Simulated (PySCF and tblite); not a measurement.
Values are calculated unless marked as measured or tabulated.
System: C4H10S2, numbered as in [CH3:1][S:2][S:3][CH:4]([CH3:5])[CH3:6].

Level: PBE0/pcSseg-1 + D3(BJ) on GFN2-xTB stationary points, with GFN2-xTB thermal terms. Rates follow Eyring's equation with the number of equivalent paths and no tunnelling. Programs: tblite and PySCF.

Estimate the barrier and the room-temperature rate of the rotation about the S2–S3 bond (torsion C1–S2–S3–C4 from 100° to 260°, rising).

The electronic barrier is 7.2 kcal/mol and ΔG‡(298 K) 7.5 kcal/mol, over a Cs saddle with an imaginary mode of 55i cm⁻¹ (GFN2-xTB). With 1 equivalent path, k is 1.9×10⁷ s⁻¹, a mean lifetime of the start of 53 ns against this motion.
